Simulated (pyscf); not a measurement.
PySCF, gas phase, ωB97X-D3(BJ)/def2-SVP geometries.

Question: PBE/def2-TZVP puts the barrier of HO–Sn(OH)(Cl)–Cl + hydrogen chloride (HCl) -> HO–Sn(Cl)(Cl)–Cl + water (H₂O) (four-centre exchange; singlet surface; O–Sn, Cl–H broken, Cl–Sn, H–O formed) at -0.15 eV and the reaction energy at -0.58 eV, from the separated reactants. What do B3LYP-D3(BJ)/def2-TZVP, PBE0-D3(BJ)/def2-TZVP, ωB97M-D3(BJ)/def2-TZVP give on the same structures?

Answer: B3LYP-D3(BJ): ΔE‡ = -0.10 eV, ΔE = -0.61 eV; PBE0-D3(BJ): ΔE‡ = -0.17 eV, ΔE = -0.65 eV; ωB97M-D3(BJ): ΔE‡ = -0.03 eV, ΔE = -0.59 eV. PBE's barrier lies among them. Its reaction energy lies over all of them, by 0.01 to 0.07 eV. On the reactant side the descent ends in a complex, 0.32 eV under the separated species and 0.18 eV under the saddle at ωB97X-D3(BJ)/def2-TZVP. On the product side the descent ends in an adduct with a O–Sn contact (not fully relaxed), 0.41 eV under the separated species and 0.96 eV under the saddle at ωB97X-D3(BJ)/def2-TZVP. At PBE, B3LYP-D3(BJ), PBE0-D3(BJ), ωB97M-D3(BJ) the saddle lies under the separated reactants, which points to a path from their complex (located at ωB97X-D3(BJ) alone). What is counted as broken (O–Sn) persists as a longer contact in the product adduct; parting that adduct is a step of its own. At ωB97X-D3(BJ)/def2-TZVP the barrier from the zero used here is -0.14 eV. One saddle was located; it need not be the lowest between these sides. Elements past Kr carry the def2 core potentials, without spin-orbit coupling.
